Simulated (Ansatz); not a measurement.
Cu2ZnSnS4 (I-4, No. 82) was calculated with r²SCAN (Ansatz, a quantum-chemistry and plane-wave program, PAW).

Run with plane-wave cutoff 560 eV, 10×10×10 k mesh, Fermi–Dirac smearing 0.01 eV, no spin polarisation, scalar-relativistic PAW data made under PBE.

Cell (relaxed at this level):

```
Cu2SnZnS4
1.0
   -2.70690     2.70690     5.41227
    2.70690    -2.70690     5.41227
    2.70690     2.70690    -5.41227
Zn Cu Sn S
1 2 1 4
Cartesian
  0.00000   2.70690   2.70614
  0.00000   0.00000   0.00000
  2.70690   0.00000   2.70614
  0.00000   0.00000   5.41227
  1.31118   1.27529   1.39749
  1.27529   4.10261  -1.39749
  1.39571   1.43160   6.80977
  1.43160  -1.39571   4.01478
```

Task: Estimate the band gap and bulk modulus B0 that the calculation returns.

Result: 
band gap: 0.47 eV (on the SCF k mesh)
bulk modulus B0: 77.2 GPa

Measured, for comparison: band gap 1.49 eV (temperature not stated, not corrected to a static lattice, direct; as tabulated in Wikipedia's data pages).

Note: the bulk modulus is −V dP/dV from two relaxed cells at ±2 % in volume.

Spin–orbit coupling is not included.

Static lattice: no zero-point or thermal effects.
